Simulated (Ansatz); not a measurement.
Energy needed to pull apart C$_{2}$H$_{3}$NO (SMILES NC#CO), closed shell, into free ground-state atoms, from the structure below (displaced at random from a GFN2-xTB minimum); no zero-point or spin–orbit terms; open-shell atoms are treated unrestricted, in their ground-state multiplicity.

```xyz
7
angstrom
N -0.6575 1.4503 0.0749
C -0.1103 0.2245 -0.0040
C 0.3362 -0.8920 -0.0576
O 0.9331 -2.0672 -0.1142
H -1.0183 1.7795 -0.7965
H -1.3410 1.5387 0.8319
H 1.8786 -1.9916 0.0800
```

Program: Ansatz 0.2.0. Basis: def2-TZVPP. Cores are frozen in the correlated methods.

| method | atomization energy (kcal/mol) |
| --- | --- |
| SPW92 | ? |
| PBE-D4 | 699.2 |
| r2SCAN-D4 | 665.4 |
| PBE0-D4 | 672.3 |
| LC-wPBE | 667.9 |
| wB97M-V | 668.8 |
| HF | ? |
| MP2 | 663.2 |
| CCSD | 624.8 |
| CCSD(T) | 640.2 |

Problem. What does HF give? (Judge from chemistry; the value comes from the calculation.)

Solution. The calculation gives: 426.3 kcal/mol, which is about 213.9 kcal/mol less than CCSD(T)/def2-TZVPP.

Problem. What does SPW92 give? (To be estimated.)

Solution. The calculation gives: 798.6 kcal/mol, which is about 158.4 kcal/mol more than CCSD(T)/def2-TZVPP.

In triple zeta the MP2 and coupled-cluster atomization energies are still short of their basis limit by a few kcal/mol a bond, whereas those of the functionals are nearly converged, so these differences are not deviations from converged CCSD(T).

The T1 diagnostic stays at or below 0.013.

For scale, one of the runs: CCSD(T)/def2-TZVPP forces, 166 basis functions (an equivalent command: `ansatz run in.yaml --threads 4`). The run took 99 s on 4 CPU threads (shared host), with 2.7 GiB of host memory at its peak.
